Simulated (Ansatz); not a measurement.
**C4H6F2: ranking of conformers from a Python script**

Wanted for C4H6F2: a ranking of conformers.

Computed with Ansatz 0.2.0 through its Python package. Level of theory: PBE0+D4/cc-pVDZ.

## Step 1: Starting point

The script builds its own geometries from the SMILES CC(F)=C(C)F.

No structure file is read: the coordinates are typed or built in the script.

## Step 2: The code

conformers_c4h6f2.py reads:

```python
# -*- coding: utf-8 -*-
"""Rank force-field conformers of C4H6F2 by single points."""

import ansatz as az
from rdkit import Chem
from rdkit.Chem import AllChem

rd = Chem.AddHs(Chem.MolFromSmiles("CC(F)=C(C)F"))
ids = list(AllChem.EmbedMultipleConfs(rd, numConfs=20, randomSeed=115, pruneRmsThresh=0.4))
field = [energy for _, energy in AllChem.MMFFOptimizeMoleculeConfs(rd)]
distinct = {round(e, 2): i for i, e in zip(ids, field)}
chosen = sorted(distinct.items())[:4]
found = []
for force_field, index in chosen:
    c4h6f2 = az.Crystal.molecule()
    for atom, xyz in zip(rd.GetAtoms(), rd.GetConformer(index).GetPositions()):
        c4h6f2 = c4h6f2.atom(atom.GetSymbol(), xyz.round(5).tolist())
    calculation = (
        c4h6f2.calculation()
        .basis(gaussian="cc-pVDZ")
        .functional("pbe0", dispersion="d4")
    )
    found.append(calculation.run(threads=1, pin="off").report["free_energy_ev"])
print("conformer   MMFF (kcal/mol)   this level (kJ/mol)")
for (force_field, index), e in zip(chosen, found):
    print(f"{index:9d} {force_field - chosen[0][0]:17.2f} {96.485332 * (e - min(found)):17.3f}")
```

## Step 3: The input behind the calls

The package turns the script's settings into the engine's input (first run):

```yaml
crystal:
  periodic: [false, false, false]
  atoms:
    - { symbol: C, position_ang: [1.92733, 0.09818, -0.03172] }
    - { symbol: C, position_ang: [0.46338, 0.38634, -0.01022] }
    - { symbol: F, position_ang: [0.05789, 1.50024, 0.64376] }
    - { symbol: C, position_ang: [-0.46338, -0.38634, -0.59514] }
    - { symbol: C, position_ang: [-1.92733, -0.09818, -0.57364] }
    - { symbol: F, position_ang: [-0.05789, -1.50025, -1.24912] }
    - { symbol: H, position_ang: [2.29882, -0.00997, 0.99181] }
    - { symbol: H, position_ang: [2.46143, 0.92784, -0.50469] }
    - { symbol: H, position_ang: [2.16831, -0.81781, -0.57955] }
    - { symbol: H, position_ang: [-2.16831, 0.81781, -0.02581] }
    - { symbol: H, position_ang: [-2.46143, -0.92783, -0.10066] }
    - { symbol: H, position_ang: [-2.29881, 0.00997, -1.59717] }
basis:
  gaussian:
    orbitals: cc-pVDZ
hamiltonian:
  xc: pbe0
  dispersion: d4
```

## Step 4: The run

The run is started by

```bash
python conformers_c4h6f2.py
```

Q: Predict the main results. Wanted: lowest; next above it by.

As calculated:

| quantity | value |
| --- | --- |
| runs compared | 2 |
| lowest | run 1 |
| next above it by | 0.137 eV |

The structures are force-field minima, not relaxed at this level. The SMILES has no stereo marks, so cis and trans isomers can stand among them. Of those tried, run 1 is lowest; run 2 lies 0.137 eV above it. The conformers keep their force-field geometries.
